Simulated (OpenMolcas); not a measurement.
## Predicting a hybrid from its neighbours: Si2NH6

Si2NH6: 9 atoms, total charge 0, spin state doublet. SMILES: `[SiH2]N[SiH3]`. The coordinates come from a PBE0-D4/def2-TZVP relaxation. This is one conformer, not always the lowest.

The vertical energy of the quartet above the doublet y, in eV, basis cc-pVDZ; a is the functional's share of exact exchange. Programs: OpenMolcas 26.06.

| functional | program | a | y (eV) |
| --- | --- | --- | --- |
| UBLYP | OpenMolcas | 0 | 6.08 |
| UPBE | OpenMolcas | 0 | 5.97 |
| UB3LYP | OpenMolcas | 0.2 | 6.32 |
| UPBE0 | OpenMolcas | 0.25 | ? |
| UBHLYP | OpenMolcas | 0.5 | 6.53 |

**Question.** Fit y = c + s·a to the known rows and predict UPBE0.

**Answer.** 
1. Means of the 4 rows: a = 0.1750, y = 6.225.
2. Σ(Δa)² = 0.1675, Σ(Δa·Δy) = 0.1715, so the slope is 0.1715/0.1675 = 1.0239.
3. Intercept: 6.225 − (1.0239) × 0.1750 = 6.046. The largest residual of the fit is 0.076.
4. UPBE0: 6.046 + (1.0239) × 0.25 = 6.30 eV.

The run gave 6.25 eV, so the prediction is off by +0.05 eV, within the largest residual. The rows mix families of semi-local functionals, which the line can't see.
